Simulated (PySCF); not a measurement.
COS.

```xyz
3

O      0.0000     0.0000    -1.6805
C      0.0000     0.0000    -0.5250
S      0.0000     0.0000     1.0371
```
Charge 0, spin multiplicity 1.

The structure is a stationary point at B3LYP-D3(BJ)/def2-TZVP.

The numbers are results of B3LYP/pcSseg-2 in PySCF, not measurements. Non-relativistic, no solvent.

Computed absolute GIAO shielding of each atom: isotropic value and principal components (ppm):
```
atom  σ(iso)     σ11     σ22     σ33   span
----  ------  ------  ------  ------  -----
O1      72.4   -99.2   -99.2   415.4  514.5
C2      14.5  -122.4  -122.4   288.5  411.0
S3     766.6   619.1   619.1  1061.6  442.5
```
